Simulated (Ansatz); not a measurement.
`C=NC` → `[CH2]` (triplet) + `C=N`  (formal loss of a carbene)

Program: Ansatz. Geometries: PBE0-D4/def2-TZVP. ΔE: electronic, gas phase. CCSD(T)/CBS is the MP2 limit (def2-TZVPP, def2-QZVPP) plus CCSD(T) − MP2 in def2-TZVPP, frozen cores. This one scheme is used for every species. Functionals use def2-TZVPP. Triplets are unrestricted, without spin–orbit coupling.

`C=NC`:

Cartesian coordinates in Å:
```
C 0.357 1.174 -0.426
N 0.773 0.033 -0.104
C -0.195 -0.940 0.330
H -0.704 1.462 -0.390
H 1.069 1.929 -0.759
H -1.228 -0.562 0.340
H -0.141 -1.813 -0.325
H 0.069 -1.283 1.334
```

`[CH2]` (triplet):

Z-matrix (Å, degrees):
```
C
H 1 1.079
H 1 1.079 2 134.9
```

`C=N`:

```xyz
5

C     0.134    0.284    0.231
N     0.249   -0.817   -0.371
H    -0.755    0.925    0.201
H     0.970    0.645    0.834
H    -0.598   -1.037   -0.895
```

| species | LC-ωPBE energy (Eh) |
| --- | --- |
| `C=NC` | -133.90206 |
| `[CH2]` (triplet) | -39.14261 |
| `C=N` | -94.60276 |

Task: Work out ΔE.

Result: ΔE = (-39.14261) + (-94.60276) − (-133.90206) = 0.15669 Eh = +4.26 eV. CCSD(T)/CBS gives +4.36 eV.

Task: What do rigid-rotor, harmonic-oscillator terms from PBE0-D4/def2-TZVP frequencies (298.15 K, 1 bar) make of the CCSD(T)/CBS value? (Best estimate.)

Result: Ansatz gave: ΔZPE = -0.30 eV, ΔH = +4.14 eV, ΔS = 162 J/(mol·K), ΔG = +3.64 eV. Open shells count their whole term as degenerate.

Largest T1 diagnostic among the species: 0.012.

In def2-TZVPP, CCSD(T) changes the Hartree–Fock value by +1.38 eV (the triples alone add +0.12 eV) and MP2 by +1.51 eV. From PBE to PBE0 (25 % exact exchange), in def2-TZVPP and without D4, ΔE moves by −0.10 eV.
